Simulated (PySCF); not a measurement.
Compound: C3H9P.
SMILES with atom numbers: `[CH3:1][P:2]([CH3:3])[CH3:4]` (hydrogens: H5, H6, H7 on C1; H8, H9, H10 on C3; H11, H12, H13 on C4)

Linear response at CAM-B3LYP/def2-SVPD (PySCF, frozen core in the response, non-relativistic). Geometry: PBE0-D3(BJ)/def2-SVP; no solvent, vibrations or thermal averaging.

Static isotropic polarisability: 66.13 au (9.80 Å³), principal values 60.1, 69.1, 69.1 au.

(1) What is the polarisability at 1064 nm and at the sodium D line?

(2) What is the isotropic C6 coefficient between two such molecules, C6 = (3/π)∫α(iω)² dω?

(3) Which effective excitation energy ω̄ makes London's formula C6 = (3/4)α²ω̄ exact here?

(4) What molar refraction at the D line follows from R = (4π/3)·N_A·α′, with α′ the polarisability volume?

(5) How anisotropic is the static polarisability, by Δα² = ½[(α1 − α2)² + (α2 − α3)² + (α3 − α1)²]?

(6) How many electrons N does the Slater–Kirkwood formula C6 = (3/4)·√N·α^(3/2) need to give this C6?

Answers

(1) 66.77 au at 1064 nm (+1.0 %), 68.30 au at 589.3 nm (+3.3 %). The rise at 589.3 nm is 3.39 times that at 1064 nm; a pure ω² law gives 3.26. The lowest singlet lies at 195 nm, shorter than both wavelengths.

(2) 1672 au (Eh·bohr⁶) by a ten-point quadrature over imaginary frequencies, which is 999 eV·Å⁶ or 96.4 J·nm⁶/mol.

(3) ω̄ = 4·C6/(3α²) = 0.510 Eh = 13.9 eV. A one-pole form α(ω) = α/(1 − ω²/ω̄²) fitted to the 1064 nm value gives 11.9 eV.

(4) α′ = 10.12 Å³ gives R = 25.53 cm³/mol, for isolated, non-vibrating species.

(5) Δα = 9.0 au, or 0.14 of the isotropic value.

(6) N = (4·C6/3)²/α³ = 17.2; the species has 42 electrons in all.
